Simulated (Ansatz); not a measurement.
KBiCu2S3 (P-1, No. 2; cell taken from a computed entry), treated with PBEsol (PAW; Ansatz, a quantum-chemistry and plane-wave program).

Numerical settings: plane-wave cutoff 520 eV, 6×4×4 k mesh (along the axes of the cell as run), Fermi–Dirac smearing 0.01 eV, no spin polarisation, scalar-relativistic PAW data made under PBE.

Cell (relaxed with PBEsol):

```cif
data_Bi4Cu8K4S12
_chemical_formula_sum 'K4 Cu8 Bi4 S12'
_space_group_name_H-M_alt 'P 1'
_space_group_IT_number 1
_cell_length_a 6.39316
_cell_length_b 9.13697
_cell_length_c 10.37652
_cell_angle_alpha 89.916
_cell_angle_beta 90.730
_cell_angle_gamma 91.006
loop_
_space_group_symop_operation_xyz
  'x, y, z'
loop_
_atom_site_label
_atom_site_type_symbol
_atom_site_fract_x
_atom_site_fract_y
_atom_site_fract_z
_atom_site_occupancy
K1 K 0.20154 0.93376 0.87434 1
K2 K 0.79846 0.06624 0.12566 1
K3 K 0.69610 0.92334 0.63562 1
K4 K 0.30390 0.07666 0.36438 1
Cu1 Cu 0.49282 0.62954 0.82735 1
Cu2 Cu 0.50718 0.37046 0.17265 1
Cu3 Cu 0.02031 0.22271 0.63226 1
Cu4 Cu 0.97969 0.77729 0.36774 1
Cu5 Cu 0.08000 0.33660 0.96669 1
Cu6 Cu 0.92000 0.66340 0.03331 1
Cu7 Cu 0.58145 0.33678 0.54282 1
Cu8 Cu 0.41855 0.66322 0.45718 1
Bi1 Bi 0.52983 0.31868 0.85377 1
Bi2 Bi 0.47017 0.68132 0.14623 1
Bi3 Bi 0.03337 0.53730 0.65286 1
Bi4 Bi 0.96663 0.46270 0.34714 1
S1 S 0.88638 0.18850 0.82848 1
S2 S 0.11362 0.81150 0.17152 1
S3 S 0.36334 0.18388 0.65635 1
S4 S 0.63666 0.81612 0.34365 1
S5 S 0.33982 0.19907 0.05627 1
S6 S 0.66018 0.80093 0.94373 1
S7 S 0.62503 0.56719 0.63677 1
S8 S 0.37497 0.43281 0.36323 1
S9 S 0.16335 0.57041 0.88864 1
S10 S 0.83665 0.42959 0.11136 1
S11 S 0.15686 0.78845 0.55489 1
S12 S 0.84314 0.21155 0.44511 1
```

Estimate the band gap that the calculation returns.


- band gap = 0.57 eV

Spin–orbit coupling is not included; with these elements it can move the gap by several tenths of an eV or more.

Computed values are for the static lattice.

Computing time: about 18 core-minutes (a rough figure).
